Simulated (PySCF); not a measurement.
**CH2ClF (chlorofluoromethane): levels of theory compared**

We compute a comparison of 6 runs (B2PLYP/STO-6G, M06-2X/STO-6G, UPBE0/STO-6G, wB97X-V/STO-6G, UMP2/STO-6G, UCCSD(T)/STO-6G) of CH2ClF (chlorofluoromethane). The job is set up through a Python script.

The calculation is run with PySCF 2.14.0.

### Step 1. The system as given

CH2ClF: 5 atoms, total charge 0, spin state singlet. SMILES: `FCCl`. The C2–Cl3 distance was set to 3.180 Å, away from the relaxed value. At this shape a bond of the SMILES string is far longer than usual.

Bond lengths: F1–C2 1.355 Å, C2–H4 1.089 Å, C2–H5 1.089 Å. Angles: F1–C2–H4 109.3°, F1–C2–H5 109.3°, H4–C2–H5 112.3°.

### Step 2. A single-point energy at B2PLYP/STO-6G (run 1)

start.xyz

```xyz
5

F     -0.565240     1.618253     1.611376
C      0.488770     1.147053     0.902946
Cl    -0.422970    -1.232890    -0.998060
H      1.237340     0.755133     1.590456
H      0.882930     1.943403     0.272796
```

job.py

```python
from pyscf import gto, dft, mp

mol = gto.M(
    atom='start.xyz',
    basis='sto-6g',
    verbose=4,
    max_memory=1860,
    spin=0,
)

calc0 = dft.RKS(mol, xc='0.53*HF + 0.47*B88, 0.73*LYP')
calc0.conv_tol = 1e-10
calc0.grids.level = 5
calc0.kernel()
if not calc0.converged:
    calc0 = calc0.newton().run(calc0.mo_coeff, calc0.mo_occ)

pt = mp.MP2(calc0, frozen=7).run()
energy = calc0.e_tot + 0.27 * pt.e_corr
print('PT2 part  %.8f' % (0.27 * pt.e_corr))
print('E = %.10f Eh' % energy)
```

Started as:

```sh
$ OMP_NUM_THREADS=1 python job.py
```

What it wrote:

```text
PySCF version 2.14.0

[INPUT] num. atoms = 5
[INPUT] num. electrons = 34
[INPUT] charge = 0
[INPUT] spin (= nelec alpha-beta = 2S) = 0
[INPUT] symmetry False subgroup None
[INPUT] Mole.unit = angstrom
[INPUT] Symbol           X                Y                Z      unit          X                Y                Z       unit  Magmom
[INPUT]  1 F     -0.565240000000   1.618253000000   1.611376000000 AA   -1.068148794649   3.058054970256   3.045059323697 Bohr   0.0
[INPUT]  2 C      0.488770000000   1.147053000000   0.902946000000 AA    0.923641437904   2.167616020361   1.706320645272 Bohr   0.0
[INPUT]  3 Cl    -0.422970000000  -1.232890000000  -0.998060000000 AA   -0.799297458907  -2.329824441715  -1.886060055883 Bohr   0.0
[INPUT]  4 H      1.237340000000   0.755133000000   1.590456000000 AA    2.338233722969   1.426994557621   3.005526253171 Bohr   0.0
[INPUT]  5 H      0.882930000000   1.943403000000   0.272796000000 AA    1.668495887162   3.672499419658   0.515509727877 Bohr   0.0

[... 43 lines left out ...]
WARN: HOMO -0.0300560573202996 == LUMO -0.030048092363179
[... 30 lines left out ...]
converged SCF energy = -596.58065862671
[... 1 line left out ...]
******** <class 'pyscf.mp.mp2.RMP2'> ********
nocc = 10, nmo = 14
frozen orbitals 7
E(RMP2) = -596.817602625191  E_corr = -0.236943998480721
E(SCS-RMP2) = -596.844819674098  E_corr = -0.2641610473881
E_corr(same-spin) = -0.02327509706396
E_corr(oppo-spin) = -0.213668901416761
PT2 part  -0.06397488
E = -596.6446335063 Eh
```

Wall time 4.2 s (1 thread of Intel Xeon 6975P-C (Granite Rapids), shared host); peak memory 0.21 GiB.

### Step 3. The energy at M06-2X/STO-6G (run 2)

geometry.xyz

```xyz
5
CH2ClF
F     -0.565240     1.618253     1.611376
C      0.488770     1.147053     0.902946
Cl    -0.422970    -1.232890    -0.998060
H      1.237340     0.755133     1.590456
H      0.882930     1.943403     0.272796
```

input.py

```python
from pyscf import gto, dft

mol = gto.M(
    atom='geometry.xyz',
    max_memory=1860,
    basis='sto-6g',
    verbose=3,
    spin=0,
)

mf = dft.RKS(mol)
mf.xc = 'm06-2x'
mf.grids.level = 5
mf.conv_tol = 1e-10
mf.kernel()
if not mf.converged:
    mf = mf.newton().run(mf.mo_coeff, mf.mo_occ)

e_final = mf.e_tot
print('Final energy', e_final)
```

Started as:

```sh
$ OMP_NUM_THREADS=1 python input.py
```

What it wrote:

```text
converged SCF energy = -596.896205086195
Final energy -596.8962050861946
```

Wall time 5.4 s (1 thread of Intel Xeon 6975P-C (Granite Rapids), shared host); peak memory 0.21 GiB.

Runs 3 to 5 aren't shown in full; the table further down has their settings and results.

### Step 4. A single-point energy at UCCSD(T)/STO-6G (run 6)

mol.xyz

```xyz
5

F     -0.565240     1.618253     1.611376
C      0.488770     1.147053     0.902946
Cl    -0.422970    -1.232890    -0.998060
H      1.237340     0.755133     1.590456
H      0.882930     1.943403     0.272796
```

job.py

```python
from pyscf import gto, scf, cc

system = gto.Mole()
system.atom = 'mol.xyz'
system.spin = 0
system.verbose = 3
system.max_memory = 1860
system.basis = 'sto-6g'
system.build()

mf = scf.UHF(system)
mf.conv_tol = 1e-10
mf.kernel()
if not mf.converged:
    mf = mf.newton().run(mf.mo_coeff, mf.mo_occ)
for _ in range(3):
    mo, _, stable, _ = mf.stability(return_status=True)
    if stable:
        break
    mf.kernel(mf.make_rdm1(mo, mf.mo_occ))

mycc = cc.CCSD(mf, frozen=7)
mycc.kernel()
e_t = mycc.ccsd_t()
etot = mycc.e_tot + e_t
print(f'total energy: {etot:.8f} hartree')
```

Started as:

```sh
$ OMP_NUM_THREADS=1 python job.py
```

What it wrote:

```text
converged SCF energy = -595.654199663143  <S^2> = 9.0927029e-06  2S+1 = 1.0000182
<class 'pyscf.scf.uhf.UHF'> wavefunction has an internal instability
converged SCF energy = -595.783579030943  <S^2> = 0.98756823  2S+1 = 2.2249209
<class 'pyscf.scf.uhf.UHF'> wavefunction is stable in the internal stability analysis
E(UCCSD) = -595.8645705501325  E_corr = -0.08099151918903254
UCCSD(T) correction = -0.00193751139948354
total energy: -595.86650806 hartree
```

It took 0.94 s on 1 thread of Intel Xeon 6975P-C (Granite Rapids), shared host; peak memory 0.12 GiB.

### Step 5. The series

```tsv
run	level	frozen core orbitals	follow instability	energy (Eh)	dipole moment (D) of the reference	HOMO energy (eV)	LUMO energy (eV)	wall time
1	B2PLYP/STO-6G	7	–	-596.644634	5.58	-5.95	-2.08	4.2 s
2	M06-2X/STO-6G	–	–	-596.896205	5.60	-6.19	-2.35	5.4 s
3	UPBE0/STO-6G	–	yes	-596.748644	3.12	-5.57	-3.03	24 s
4	wB97X-V/STO-6G	–	–	-596.886846	5.88	-7.10	-1.22	30 s
5	UMP2/STO-6G	7	yes	-595.840886	0.98	-9.77	1.67	0.7 s
6	UCCSD(T)/STO-6G	7	yes	-595.866508	0.98	-9.77	1.67	0.94 s
```

### Step 6. What came out

```
                                          quantity          value
                               run 6: total energy  -595.86651 Eh
       run 6: dipole moment (Hartree–Fock density)         0.98 D
        run 6: HOMO energy (Hartree–Fock orbitals)       -9.77 eV
        run 6: LUMO energy (Hartree–Fock orbitals)        1.67 eV
      run 6: HOMO–LUMO gap (Hartree–Fock orbitals)       11.43 eV
run 6: correlation energy (7 core orbitals frozen)      -82.9 mEh
                             run 6: (T) correction      -1.94 mEh
          run 6: ⟨S²⟩ of the reference determinant          0.988
                              run 6: T1 diagnostic          0.018
```

**Reading.** Over runs 1, 2, 3, 4 the dipole moment (its size) runs from 3.12 D (UPBE0/STO-6G) to 5.88 D (wB97X-V/STO-6G). Over runs 1, 2, 3, 4 the HOMO–LUMO gap runs from 2.54 eV (UPBE0/STO-6G) to 5.88 eV (wB97X-V/STO-6G). Totals of different functionals can't be ranked against each other. In runs 1, 2, 3, 4, 5, 6 the basis is minimal, so the values are rough. In runs 1, 2, 4 a closed-shell determinant meets a far-stretched bond, which it describes badly. Spin contamination of the reference: run 5 ⟨S²⟩ = 0.99, run 6 ⟨S²⟩ = 0.99, run 3 ⟨S²⟩ = 0.74. Where it is this large, the reference is a mixture of spin states, and values that rest on it are in doubt. All runs together took 65 s, the longest 30 s.
